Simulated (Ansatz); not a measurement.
# Exact exchange and the vertical ionisation energy of BH2F

The species is BH2F (4 atoms), meant as a singlet with charge 0. As SMILES, `BF`. Geometry: relaxed at PBE0-D4/def2-TZVP.

The vertical ionisation energy (to the doublet cation) y, in eV, basis cc-pVTZ; a is the functional's share of exact exchange. Programs: Ansatz 0.2.0.

| functional | program | a | y (eV) |
| --- | --- | --- | --- |
| r2SCAN | Ansatz | 0 | 12.21 |
| PBE | Ansatz | 0 | 12.06 |
| B3LYP | Ansatz | 0.2 | ? |
| r2SCAN0 | Ansatz | 0.25 | 12.46 |
| PBE0 | Ansatz | 0.25 | 12.39 |
| BHLYP | Ansatz | 0.5 | 12.66 |

Problem. Fit y = c + s·a to the known rows and predict B3LYP.

Solution. 
1. Means of the 5 rows: a = 0.2000, y = 12.356.
2. Σ(Δa)² = 0.175, Σ(Δa·Δy) = 0.1865, so the slope is 0.1865/0.175 = 1.0657.
3. Intercept: 12.356 − (1.0657) × 0.2000 = 12.143. The largest residual of the fit is 0.083.
4. B3LYP: 12.143 + (1.0657) × 0.2 = 12.36 eV.

The run gave 12.46 eV, so the prediction is off by -0.10 eV, about the largest residual. The rows mix families of semi-local functionals, which the line can't see.
